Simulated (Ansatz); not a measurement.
Input file:

```yaml
crystal:
  periodic: [false, false, false]
  atoms:
    - {symbol: Al, position_ang: [0.000000, 0.063325, 1.375997]}
    - {symbol: Mg, position_ang: [0.000000, -0.001594, -1.658210]}
    - {symbol: H, position_ang: [0.000000, -0.368779, 3.109476]}
    - {symbol: H, position_ang: [0.000000, -1.287934, 0.041773]}
basis:
  gaussian: {orbitals: 6-31G}
magnetization: {spin_polarized: false, initial_magnetization: 3}
correlation: {method: fic_mrcisd_q, electrons: outside_noble_gas, active_space: {window: {electrons: 5, orbitals: 5}}}
```

```sh
$ ansatz run in.yaml --threads 1 --pin off --events-out ev --progress --plain --max-ram 2393MiB
```

Log:

```
334 factors; integrals over basis functions are off by at most 1.4e-4 eV
mean field evaluation 1: about -12040.8577 eV, gradient 6.4e0 eV
mean field evaluation 2: about -12040.8708 eV, gradient 6.5e0 eV
mean field evaluation 4: about -12041.9823 eV, gradient 1.3e0 eV
mean field evaluation 8: about -12042.0385 eV, gradient 6.8e-3 eV
mean field evaluation 16: about -12041.2998 eV, gradient 2.6e0 eV
mean field -12042.03854925 eV, -442.5367542979 hartree, gradient 2.7e-6 eV, S^2 3.750000; 2 other end points of the search recorded, 0 dependent functions left out
reference -12042.03854925 eV, -442.5367542979 hartree; 15, 12 occupied and 15, 18 virtual orbitals, 334 factors
state -12042.56475534 eV, -442.5560920151 hartree
contracted CI cycle   1: correlation 0.00000000 eV, 0.0000000000 hartree, residual 5.79e0 eV
contracted CI cycle   2: correlation -1.06591391 eV, -0.0391716138 hartree, residual 1.34e0 eV
contracted CI cycle   3: correlation -1.15025390 eV, -0.0422710511 hartree, residual 5.42e-1 eV
contracted CI cycle   4: correlation -1.16235594 eV, -0.0427157930 hartree, residual 2.26e-1 eV
contracted CI cycle   5: correlation -1.16455849 eV, -0.0427967351 hartree, residual 1.21e-1 eV
contracted CI cycle   6: correlation -1.16499890 eV, -0.0428129200 hartree, residual 5.43e-2 eV
contracted CI cycle   7: correlation -1.16508528 eV, -0.0428160942 hartree, residual 2.39e-2 eV
contracted CI cycle   8: correlation -1.16510616 eV, -0.0428168615 hartree, residual 1.10e-2 eV
contracted CI cycle   9: correlation -1.16511074 eV, -0.0428170299 hartree, residual 5.17e-3 eV
contracted CI cycle  10: correlation -1.16511153 eV, -0.0428170589 hartree, residual 2.30e-3 eV
contracted CI cycle  11: correlation -1.16511168 eV, -0.0428170645 hartree, residual 9.02e-4 eV
state -12042.56475534 eV, -442.5560920151 hartree; corrected -12043.80550944 eV, -442.6016888874 hartree
Total energy: -12043.80550944 eV, -442.6016888874 hartree
```

For the same geometry and basis full CI lies 23.0 meV lower.

Ran on 1 thread of AMD EPYC 7B13, shared host: 0.76 s wall, 0.15 GiB peak host memory.
